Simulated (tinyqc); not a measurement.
FCI on RHF in the sto-3g basis, frozen core, for HF, spin multiplicity 1, step by step. One step of it, computed by the program tinyqc.

Question. Integrals over molecular orbitals. (pq|rs) = sum C_ip C_jq C_kr C_ls (ij|kl), one index at a time.

coefficients C:
```
              MO1        MO2        MO3       MO4        MO5        MO6
1F 1s    0.994895  -0.255568   0.062170  0.000000   0.000000   0.064564
1F 2s    0.021158   0.979410  -0.321263  0.000000   0.000000  -0.376569
1F 2px   0.000000   0.000000   0.000000  0.015132   0.999886   0.000000
1F 2py   0.000000   0.000000   0.000000  0.999886  -0.015132   0.000000
1F 2pz   0.001780   0.043006   0.687961  0.000000   0.000000  -0.787962
2H 1s   -0.003920   0.119651   0.573224  0.000000   0.000000   0.943812
```

core Hamiltonian H = T + V (hartree), lower triangle:
```
             1F 1s       1F 2s     1F 2px     1F 2py     1F 2pz      2H 1s
1F 1s   -40.501739
1F 2s    -9.503125  -10.979145
1F 2px    0.000000    0.000000  -8.652518
1F 2py    0.000000    0.000000   0.000000  -8.652518
1F 2pz   -0.010276   -0.126981   0.000000   0.000000  -8.724381
2H 1s    -1.255008   -2.868491   0.000000   0.000000  -1.996394  -4.671704
```

Two-electron integrals (ij|kl) in chemists' order, unique and non-zero (hartree):
```
(11|11) 5.403501   (21|11) 0.841920   (21|21) 0.156299   (22|11) 1.268028
(22|21) 0.292344   (22|22) 0.926167   (31|31) 0.027998   (32|31) 0.043169
(32|32) 0.204588   (33|11) 1.264502   (33|21) 0.292403   (33|22) 0.925959
(33|33) 0.997514   (41|41) 0.027998   (42|41) 0.043169   (42|42) 0.204588
(43|43) 0.053770   (44|11) 1.264502   (44|21) 0.292403   (44|22) 0.925959
(44|33) 0.889973   (44|44) 0.997514   (51|51) 0.027998   (52|51) 0.043169
(52|52) 0.204588   (53|53) 0.053770   (54|54) 0.053770   (55|11) 1.264502
(55|21) 0.292403   (55|22) 0.925959   (55|33) 0.889973   (55|44) 0.889973
(55|55) 0.997514   (61|11) 0.111672   (61|21) 0.020566   (61|22) 0.038257
(61|33) 0.038198   (61|44) 0.038198   (61|51) 0.000839   (61|52) 0.001578
(61|55) 0.038382   (61|61) 0.002734   (62|11) 0.294984   (62|21) 0.068974
(62|22) 0.245239   (62|33) 0.241581   (62|44) 0.241581   (62|51) 0.004704
(62|52) 0.037356   (62|55) 0.252312   (62|61) 0.009217   (62|62) 0.081269
(63|31) 0.007072   (63|32) 0.042468   (63|53) 0.007779   (63|63) 0.011808
(64|41) 0.007072   (64|42) 0.042468   (64|54) 0.007779   (64|64) 0.011808
(65|11) 0.205861   (65|21) 0.048736   (65|22) 0.185481   (65|33) 0.177657
(65|44) 0.177657   (65|51) 0.009971   (65|52) 0.069126   (65|55) 0.200915
(65|61) 0.006773   (65|62) 0.075457   (65|65) 0.081370   (66|11) 0.466958
(66|21) 0.110962   (66|22) 0.455827   (66|33) 0.440831   (66|44) 0.440831
(66|51) 0.009072   (66|52) 0.102504   (66|55) 0.485338   (66|61) 0.014906
(66|62) 0.197834   (66|65) 0.213764   (66|66) 0.774606
```

Give: one-electron integrals over orbitals h = C^T H C; Two-electron integrals over orbitals.

Answer.

one-electron integrals over orbitals h = C^T H C (hartree), lower triangle:
```
         1       2       3       4       5       6
1  -40.484
2    0.716  -9.129
3   -0.165   0.539  -7.127
4    0.000   0.000   0.000  -8.653
5    0.000   0.000   0.000   0.000  -8.653
6   -0.176   0.946   2.106   0.000   0.000  -6.061
```

Two-electron integrals over orbitals (pq|rs), unique and non-zero (hartree); the lowest 1 orbital is frozen and left out:
```
(22|22) 0.864    (32|22) -0.040   (32|32) 0.146    (33|22) 0.719
(33|32) -0.026   (33|33) 0.710    (42|42) 0.186    (43|42) -0.034
(43|43) 0.040    (44|22) 0.889    (44|32) -0.073   (44|33) 0.709
(44|44) 0.998    (52|52) 0.186    (53|52) -0.034   (53|53) 0.040
(54|54) 0.054    (55|22) 0.889    (55|32) -0.073   (55|33) 0.709
(55|44) 0.890    (55|55) 0.998    (62|22) -0.104   (62|32) -0.066
(62|33) -0.027   (62|44) -0.102   (62|55) -0.102   (62|62) 0.093
(63|22) -0.209   (63|32) 0.089    (63|33) -0.105   (63|44) -0.226
(63|55) -0.226   (63|62) 0.046    (63|63) 0.210    (64|42) -0.034
(64|43) -0.020   (64|64) 0.030    (65|52) -0.034   (65|53) -0.020
(65|65) 0.030    (66|22) 0.656    (66|32) 0.056    (66|33) 0.660
(66|44) 0.636    (66|55) 0.636    (66|62) -0.060   (66|63) -0.021
(66|66) 0.693
```
